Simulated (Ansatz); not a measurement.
A nudged elastic band was laid between two geometries of CH₆SSi (9 atoms, charge 0, multiplicity 1).

Level of theory: RKS PBE-D4/def2-SVP (Ansatz).

```yaml
movable_images: 9
climbing_image: yes
spring: 5.0 eV/Å²
optimiser: quadratic models (default)
start_path: through a guess of the saddle point
force_threshold: 0.05 eV/Å
iteration_limit: 60
end_points: relaxed
```

Image 0:

```xyz
9
Properties=species:S:1:pos:R:3
C -0.710 0.806 -0.801
Si 0.494 -0.404 -0.005
S -0.065 -0.529 2.088
H -1.753 0.448 -0.697
H -0.486 0.915 -1.881
H -0.633 1.804 -0.327
H 1.914 0.082 -0.148
H 0.406 -1.757 -0.662
H 0.921 -1.410 2.416
```

Image 10:

```xyz
9
Properties=species:S:1:pos:R:3
C -0.701 0.814 -0.799
Si 0.399 -0.498 -0.015
S 0.300 -0.168 2.128
H -0.700 0.705 -1.903
H -0.338 1.831 -0.551
H -1.745 0.717 -0.442
H 1.817 -0.372 -0.509
H -0.086 -1.881 -0.365
H 1.143 -1.193 2.438
```

Problem. Which bonds break or form, and what moves?

Solution. No bond is made or broken. The dihedral H6–C1–Si2–S3 goes from 61 to -60°. The two ends are copies of one structure, up to a mirror image or an exchange of like atoms.

Problem. Give the energies along the band, and the barrier.

Solution. The forces met the threshold. The highest image is number 5 of 0 to 10, 1.5 kcal/mol above the ends, which have the same energy within 2 meV. A vibrational analysis at the climbing image gives one clearly imaginary mode, 162i cm⁻¹: a first-order saddle point.

```
image  path coordinate (Å)  energy (kcal/mol)  dihedral H6–C1–Si2–S3 (°)
    0                 0.00                0.0                         61
    1                 0.33                0.1                         49
    2                 0.65                0.5                         37
    3                 0.98                1.0                         25
    4                 1.31                1.4                         12
    5                 1.63                1.5                          0
    6                 1.96                1.4                        -12
    7                 2.29                1.0                        -24
    8                 2.61                0.5                        -36
    9                 2.94                0.1                        -48
   10                 3.26                0.0                        -60
```

Problem. What is the geometry of the highest image?

Solution. 
```xyz
9
Properties=species:S:1:pos:R:3:forces:R:3
C -0.707 0.814 -0.807 0.00 0.00 0.00
Si 0.430 -0.478 -0.016 0.00 0.00 0.00
S 0.191 -0.260 2.129 0.00 0.00 0.00
H -1.466 0.329 -1.452 0.00 0.00 0.00
H -0.125 1.523 -1.428 0.00 0.00 0.00
H -1.242 1.399 -0.032 0.00 0.00 0.00
H 1.868 -0.257 -0.411 0.00 0.00 0.00
H 0.059 -1.873 -0.451 0.00 0.00 0.00
H 1.080 -1.243 2.450 0.00 0.00 0.00
```

Problem. What are the harmonic wavenumbers there?

Solution. 162i, 162, 186, 486, 514, 636, 651, 684, 776, 819, 862, 945, 1221, 1382, 1387, 2143, 2145, 2617, 2987, 3087, 3091 cm⁻¹.

Run time: 3.2 min on 1 thread of Arm Neoverse N1 (shared host), peak memory 0.12 GiB.
